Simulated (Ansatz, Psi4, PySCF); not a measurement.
Reaction (SMILES): c1(cscc1)[SiH3] + 5 C (CH4) + S (H2S) -> 2 C=C (C2H4) [ethene] + CC (C2H6) [ethane] + 2 CS (CH4S) [methanethiol] + C[SiH3] (CH6Si)

Property: bond separation energy (electronic), in kcal/mol. Conventions: frozen cores in correlated levels; no dispersion term unless named; no spin-orbit coupling; LANL2DZ with its own core potentials from Na on; non-relativistic; 6-311+G** with 5d, 6d on Na to Ar in Ansatz (a quantum-chemistry and plane-wave program); six Cartesian d functions in 6-31G* and its kin unless marked 5d. Ab initio and DFT rows: single points at B3LYP-D3(BJ) geometries (Ansatz). The Hartree-Fock reference of [SiH3]c1ccsc1 is unstable towards a lower, spin-broken solution.

```json
[
 {"level": "HF/6-311+G**", "program": "Ansatz", "bond separation energy (electronic) (kcal/mol)": "28.3"},
 {"level": "PBE/STO-3G", "program": "Ansatz", "bond separation energy (electronic) (kcal/mol)": "58.2"},
 {"level": "PBE/def2-SVP", "program": "Ansatz", "bond separation energy (electronic) (kcal/mol)": "44.6"},
 {"level": "BLYP/6-31G*", "program": "Ansatz", "bond separation energy (electronic) (kcal/mol)": "42.4"},
 {"level": "BP86/6-31G* (5d)", "program": "PySCF", "bond separation energy (electronic) (kcal/mol)": "45.1"},
 {"level": "B3LYP/6-31G", "program": "Ansatz", "bond separation energy (electronic) (kcal/mol)": "32.8"},
 {"level": "B3LYP/6-31G*", "program": "Ansatz", "bond separation energy (electronic) (kcal/mol)": "40.9"},
 {"level": "B3LYP/6-31+G*", "program": "Ansatz", "bond separation energy (electronic) (kcal/mol)": "39.8"},
 {"level": "B3LYP/cc-pVDZ", "program": "Ansatz", "bond separation energy (electronic) (kcal/mol)": "38.1"},
 {"level": "B3LYP/6-311+G**", "program": "Ansatz", "bond separation energy (electronic) (kcal/mol)": "37.6"},
 {"level": "PBE0/6-31G*", "program": "Ansatz", "bond separation energy (electronic) (kcal/mol)": "42.8"},
 {"level": "PBE0/6-311+G**", "program": "Ansatz", "bond separation energy (electronic) (kcal/mol)": "40.5"},
 {"level": "wB97X-D/6-31G*", "program": "Psi4", "bond separation energy (electronic) (kcal/mol)": "39.9"},
 {"level": "MP2/LANL2DZ", "program": "Ansatz", "bond separation energy (electronic) (kcal/mol)": "39.1"},
 {"level": "PBE/def2-TZVPD", "program": "Ansatz", "bond separation energy (electronic) (kcal/mol)": "44.7"}
]
```

No value to compare with is used here. The 14 habitual levels span 28.3 (HF/6-311+G**) to 58.2 kcal/mol (PBE/STO-3G); PBE/def2-TZVPD gives 44.7.

The levels are drawn from those run, B3LYP/6-31G* more often than the rest, none by its result; left out are runs that failed, that the program found above a lower state of the same kind, or whose <S^2> lies over 0.5 above the pure value.
